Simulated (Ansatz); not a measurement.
A nudged elastic band was laid between two geometries of C$_{4}$H$_{7}$N (12 atoms, charge 0, multiplicity 1).

Level of theory: Ansatz 0.2.0, RKS PBE0/def2-SVP.

```
movable images  : 5
climbing image  : yes
spring          : 5.0 eV/Å²
optimiser       : lbfgs
start path      : through a guess of the saddle point
force threshold : 0.05 eV/Å
iteration limit : 60
end points      : relaxed
largest step    : 0.5 Å
```

Initial state:

```xyz
12
Properties=species:S:1:pos:R:3
C -1.805 0.413 0.589
C -0.490 0.332 0.823
C 0.518 -0.156 -0.129
C 1.779 -0.397 0.293
N 0.077 -0.403 -1.420
H -2.492 0.793 1.349
H -2.247 0.077 -0.354
H -0.095 0.642 1.795
H 2.044 -0.268 1.343
H 2.554 -0.760 -0.387
H -0.578 0.282 -1.781
H 0.812 -0.607 -2.087
```

Final state:

```xyz
12
Properties=species:S:1:pos:R:3
C -1.765 0.593 0.555
C -0.519 0.199 0.848
C 0.523 -0.133 -0.132
C 1.801 -0.300 0.275
N 0.123 -0.194 -1.459
H -2.487 0.818 1.343
H -2.099 0.733 -0.477
H -0.214 0.110 1.895
H 2.071 -0.150 1.320
H 2.601 -0.547 -0.428
H -0.781 -0.629 -1.608
H 0.823 -0.555 -2.097
```

**Question.** Which bonds break or form, and what moves?

**Answer.** No bond is made or broken. The height of N5 over the plane of its neighbours goes from 0.28 to -0.29 Å. The two ends are copies of one structure, up to a mirror image or an exchange of like atoms. The height can change sign by an inversion or by a turn that exchanges like atoms.

**Question.** What energy profile does the band end with?

**Answer.** The forces met the threshold. The highest image is number 3 of 0 to 6, 1.4 kcal/mol above the ends, which have the same energy within 2 meV. Another band between the same ends (5 images) ends at a top of the same energy, where a vibrational analysis finds 1 clearly imaginary mode.

```csv
image,path coordinate (Å),energy (kcal/mol),height of N5 over the plane of its neighbours (Å)
0,0.00,0.0,0.28
1,0.19,0.1,0.26
2,0.38,0.8,0.14
3,0.57,1.4,-0.04
4,0.89,0.7,-0.22
5,1.21,0.2,-0.27
6,1.54,0.0,-0.29
```

**Question.** What is the geometry of the highest image?

**Answer.** 
```xyz
12
Properties=species:S:1:pos:R:3:forces:R:3
C -1.790 0.466 0.574 0.01 0.00 0.00
C -0.483 0.309 0.820 -0.01 0.00 -0.01
C 0.545 -0.120 -0.139 0.00 0.00 0.00
C 1.796 -0.378 0.310 0.00 0.00 0.00
N 0.172 -0.238 -1.451 0.00 0.00 0.00
H -2.476 0.788 1.361 0.00 0.00 0.01
H -2.241 0.272 -0.404 0.00 0.01 0.00
H -0.107 0.503 1.828 0.00 -0.01 0.01
H 2.034 -0.268 1.368 0.00 0.00 0.00
H 2.590 -0.712 -0.362 0.01 0.01 0.01
H -0.771 -0.049 -1.744 0.00 0.00 -0.01
H 0.808 -0.628 -2.127 0.00 -0.01 -0.01
```

Run time: 6.2 min on 2 threads of AMD EPYC 7B13 (Zen 3), on a shared host, peak memory 0.25 GiB.
